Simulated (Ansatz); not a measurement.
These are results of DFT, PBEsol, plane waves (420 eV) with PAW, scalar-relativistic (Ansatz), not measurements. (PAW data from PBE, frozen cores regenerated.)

An element in the fcc structure gives this curve. The cell is scaled uniformly from the relaxed one, with fractional coordinates and shape fixed. Energies are extrapolated to zero smearing, pressures are those at the given smearing. Magnetic state: non-magnetic.

```tsv
V (Å³/atom)	E − E₀ (meV/atom)	P (GPa)
28.661	36.7	3.27
29.963	15.4	1.97
31.266	3.7	0.89
32.569	0.0	-0.01
33.872	3.2	-0.77
35.175	12.1	-1.42
36.477	26.1	-1.97
```

(1) Which element is it?
A. thallium
B. lead
C. lutetium
D. ytterbium

Answers

(1) D. Its fit is V₀ = 32.58 Å³/atom, B₀ = 21 GPa, B₀′ = 3.1.
